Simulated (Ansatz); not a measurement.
Os (model structure, started from the omega type, P6/mmm, No. 191, 3 atoms in the cell)

Method: PBEsol in Ansatz (PAW).

Numerical settings: plane-wave cutoff 500 eV, 24×24×28 k mesh (along the axes of the cell as run), Fermi–Dirac smearing 0.1 eV, no spin polarisation, scalar-relativistic PAW data made under PBE.

Cell (relaxed at this level):

```xyz
3
Lattice="4.2841 0.0000 0.0000 -2.1420 3.7101 0.0000 0.0000 0.0000 2.6947" Properties=species:S:1:pos:R:3 pbc="T T T"
Os     0.0000     0.0000     0.0000
Os     0.0000     2.4734     1.3473
Os     2.1420     1.2367     1.3473
```

```
Quantity  Value
--------  -----
band gap   none
```

Note: the relaxation could raise the start's symmetry but not lower it, so the cell can be a saddle point.

Spin–orbit coupling is not included.

The computed numbers hold no vibrational or temperature effects.

A model structure was made by putting elements into a prototype or built by hand; it is no filed structure, need not be a known phase, and can be a saddle point held by its symmetry.

Ansatz is a first-principles code.
